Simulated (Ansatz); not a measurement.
Reaction (substitution at a C–C bond): `CC(C)=CF` + HCl → `C/C(Cl)=C/F` + CH₄

Computed with Ansatz on PBE0-D4/def2-TZVP structures; ΔE is electronic, products minus reactants. CBS: MP2 limit from def2 TZ/QZ plus the TZ coupled-cluster correction, frozen cores. This one scheme is used for every species.

```
      species  CCSD(T)/CBS(def2) energy (Eh)
   `CC(C)=CF`                     -256.19448
          HCl                     -460.38127
`C/C(Cl)=C/F`                     -676.10386
          CH₄                      -40.46206
```

(1) Work out ΔE.

Largest T1 diagnostic among the species: 0.011.

## Answers

(1) ΔE = (-676.10386) + (-40.46206) − (-256.19448) − (-460.38127) = 0.00983 Eh = +0.27 eV.

From PBE to PBE0 (25 % exact exchange), in def2-TZVPP and without D4, ΔE moves by +0.06 eV.
